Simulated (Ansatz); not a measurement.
`CC1CCO1` → `CC1(C)CO1`  (isomerisation)

Program: Ansatz. Geometries: PBE0-D4/def2-TZVP. ΔE: electronic, gas phase. CCSD(T)/CBS adds triple-zeta CCSD(T) − MP2 to the extrapolated MP2 energy (def2 sets, frozen cores). Functionals use def2-TZVPP. B3LYP here is the variant with VWN-RPA as its local correlation; programs differ in this.

```json
{"level": "PBE-D4", "ΔE (kJ/mol)": "-11.7", "difference from CCSD(T)/CBS": "-3.5"}
{"level": "r2SCAN-D4", "ΔE (kJ/mol)": "-15.6", "difference from CCSD(T)/CBS": "-7.4"}
{"level": "B3LYP-D4", "ΔE (kJ/mol)": "-8.7", "difference from CCSD(T)/CBS": "-0.5"}
{"level": "ωB97X-V", "ΔE (kJ/mol)": "-6.6", "difference from CCSD(T)/CBS": "1.6"}
{"level": "B2PLYP", "ΔE (kJ/mol)": "-9.7", "difference from CCSD(T)/CBS": "-1.5"}
{"level": "PBE", "ΔE (kJ/mol)": "-11.6", "difference from CCSD(T)/CBS": "-3.4"}
{"level": "B3LYP", "ΔE (kJ/mol)": "-8.5", "difference from CCSD(T)/CBS": "-0.3"}
{"level": "HF/def2-TZVPP", "ΔE (kJ/mol)": "-1.1", "difference from CCSD(T)/CBS": "7.1"}
{"level": "MP2/def2-TZVPP", "ΔE (kJ/mol)": "-13.3", "difference from CCSD(T)/CBS": "-5.1"}
{"level": "SCS-MP2/def2-TZVPP", "ΔE (kJ/mol)": "-9.2", "difference from CCSD(T)/CBS": "-1.0"}
{"level": "CCSD/def2-TZVPP", "ΔE (kJ/mol)": "-5.2", "difference from CCSD(T)/CBS": "3.0"}
{"level": "CCSD(T)/def2-TZVPP", "ΔE (kJ/mol)": "-7.2", "difference from CCSD(T)/CBS": "1.0"}
{"level": "HF/def2-QZVPP", "ΔE (kJ/mol)": "-1.4", "difference from CCSD(T)/CBS": "6.8"}
{"level": "HF/CBS(def2)", "ΔE (kJ/mol)": "-1.5", "difference from CCSD(T)/CBS": "6.7"}
{"level": "MP2/CBS(def2)", "ΔE (kJ/mol)": "-14.3", "difference from CCSD(T)/CBS": "-6.1"}
{"level": "CCSD/CBS(def2)", "ΔE (kJ/mol)": "-6.2", "difference from CCSD(T)/CBS": "2.0"}
{"level": "CCSD(T)/CBS", "ΔE (kJ/mol)": "-8.2", "difference from CCSD(T)/CBS": "0"}
```

Largest T1 diagnostic among the species: 0.010.

In def2-TZVPP, CCSD(T) changes the Hartree–Fock value by −6.1 kJ/mol (the triples alone add −1.9 kJ/mol) and MP2 by −12.2 kJ/mol. From PBE to PBE0 (25 % exact exchange), in def2-TZVPP and without D4, ΔE moves by +3.8 kJ/mol.

CCSD(T)/CBS has its own doubt, a few kJ/mol and more with outer-core shells, so smaller differences from it don't rank the levels.
